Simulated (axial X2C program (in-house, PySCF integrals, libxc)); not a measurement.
**FAlF: bond lengths and stretches, held linear**

One table from this session's results is given with a row withheld; the runs are named, their logs left out.

Computed with an in-house X2C program for linear molecules on PySCF integrals. Level: all-electron X2C, two-component (2c) or spin-free, F dyall-av3z, Al dyall-v3z.

All values are calculated.

1 further run of the same task is left out (set aside as unsound or not needed).

The first run:

File task.json:

```json
{
 "zs": [
  9,
  13,
  9
 ],
 "q": 0,
 "bas": [
  "dyall-av3z",
  "dyall-v3z",
  "dyall-av3z"
 ],
 "r0": [
  1.9,
  1.9
 ],
 "symm": 1,
 "scan": [
  "PBE0",
  "HF",
  "r2SCAN"
 ],
 "levels": [
  "PBE0",
  "HF",
  "PBE"
 ],
 "nst": 2
}
```

Keys: zs atomic numbers; q charge; bas basis sets; r0 starting distance in Å; symm equal bonds; scan levels of the two-bond scan (MP2 follows by itself at each HF point); levels methods; nst determinants followed.

Run with:

```bash
> python solin.py task.json out
```

Masses F 18.998, Al 26.982, F 18.998 u.

Among the steps run: Scan at PBE0, 2c; Scan at HF, 2c; Scan at r2SCAN, 2c.

One table of the session follows, with a row left open; its other results are not shown here.

| level | r(F–Al) (Å) | r(Al–F) (Å) | lower stretch (cm⁻¹) | upper stretch (cm⁻¹) |
| --- | --- | --- | --- | --- |
| PBE0, 2c | 1.667 | 1.667 | 601.5 | 917.4 |
| HF, 2c | 1.641 | 1.641 | 636.5 | 972.0 |
| r2SCAN, 2c | 1.668 | 1.668 | 604.5 | 922.6 |
| MP2, 2c | 1.672 | 1.672 | 603.9 | 923.3 |
| PBE0, spin-free | ? | ? | ? | ? |
| HF, spin-free | 1.641 | 1.641 | 636.3 | 971.7 |
| r2SCAN, spin-free | 1.668 | 1.668 | 604.3 | 922.4 |
| MP2, spin-free | 1.672 | 1.672 | 603.8 | 923.1 |

**Question.** Estimate the row for PBE0, spin-free.

The run gave: r(F–Al) (Å): 1.667; r(Al–F) (Å): 1.667; lower stretch (cm⁻¹): 601.3; upper stretch (cm⁻¹): 917.2.

Scans not shown above were run alike.

MP2 freezes inner shells (threshold -2 hartree). The molecule was held linear; bending was not examined, so a bent shape may lie lower.
